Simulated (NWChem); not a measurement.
One site exchanged: C, Hf, Ti, Ge

Each species was optimised at PBE0/def2-SVP with NWChem, gas phase unless a solvent is named. For some, no frequency run checked for a minimum. def2 effective core potentials on Hf; no spin-orbit coupling.

A: CO (CH₄O)
B: [HfH3][OH] (HfH$_{4}$O)
C: [OH][TiH3] (TiH₄O)
D: [OH][GeH3] (GeH$_{4}$O)

| quantity | A (C) | B (Hf) | C (Ti) | D (Ge) |
|---|---|---|---|---|
| Pauling electronegativity of the site (pymatgen's table) | 2.55 | 1.30 | 1.54 | 2.01 |
| electrons in the molecule | 18 | 84 | 34 | 44 |
| dipole (D), PBE0/def2-SVP | 1.64 | 2.12 | 2.20 | 1.49 |
| orbital gap (eV), PBE0/def2-SVP | 9.44 | 6.51 | 6.18 | 8.70 |
| static polarisability, PBE/def2-SVPD (bohr³) | 22.0 | 54.9 | 50.5 | 38.9 |
| lowest singlet excitation, PBE/def2-SVPD, TDA (eV) | 6.23 | 4.29 | 3.36 | 6.07 |

“Dipole (D), PBE0/def2-SVP” runs from 1.49 in D (Ge) to 2.20 in C (Ti), in no step with either the site's electronegativity or the electron count. “Orbital gap (eV), PBE0/def2-SVP” runs from 6.18 in C (Ti) to 9.44 in A (C), in no step with either the site's electronegativity or the electron count. “Static polarisability, PBE/def2-SVPD (bohr³)” runs from 22.0 in A (C) to 54.9 in B (Hf), falling in step with the site's electronegativity. “Lowest singlet excitation, PBE/def2-SVPD, TDA (eV)” runs from 3.36 in C (Ti) to 6.23 in A (C), in no step with either the site's electronegativity or the electron count. The order by orbital gap (eV) is the same as the order by lowest singlet excitation.

These are trends among computed rows of three or four species; they are not measurements.
